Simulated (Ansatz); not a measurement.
## C3H6O (SMILES C=CCO): the vertical energy of the triplet above the singlet from total energies

The species is C3H6O (10 atoms), meant as a singlet with charge 0. As SMILES, `C=CCO`. The shape is that of a PBE0-D4/def2-TZVP optimisation. This is one conformer, not always the lowest.

```xyz
10

C    -1.0944    0.9475    0.5662
C     0.1418    0.4971    0.4042
C     0.4752   -0.8698   -0.0928
O     1.2889   -0.8327   -1.2502
H    -1.9546    0.3202    0.3508
H    -1.2955    1.9497    0.9267
H     0.9919    1.1418    0.6174
H    -0.4479   -1.4392   -0.2676
H     1.0603   -1.4132    0.6550
H     0.8341   -0.3015   -1.9096
```

Both states at this one shape; open shells run unrestricted unless said. 1 Eh = 27.2114 eV.

```
          level  program  singlet C3H6O (Eh)  triplet C3H6O (Eh)
 r2SCAN/cc-pVDZ   Ansatz         -193.010564         -192.854758
  B3LYP/cc-pVDZ   Ansatz         -193.124680         -192.958704
wB97M-V/cc-pVDZ   Ansatz         -193.031252         -192.859228
```

Problem. Work out the vertical gap, second state less first, at each level.

Solution. 
1. r2SCAN/cc-pVDZ: -192.854758 − (-193.010564) = 0.155806 Eh = 4.24 eV.
2. B3LYP/cc-pVDZ: -192.958704 − (-193.124680) = 0.165976 Eh = 4.52 eV.
3. wB97M-V/cc-pVDZ: -192.859228 − (-193.031252) = 0.172024 Eh = 4.68 eV.

No measured value is set beside it here; the levels span 4.24 to 4.68 eV.
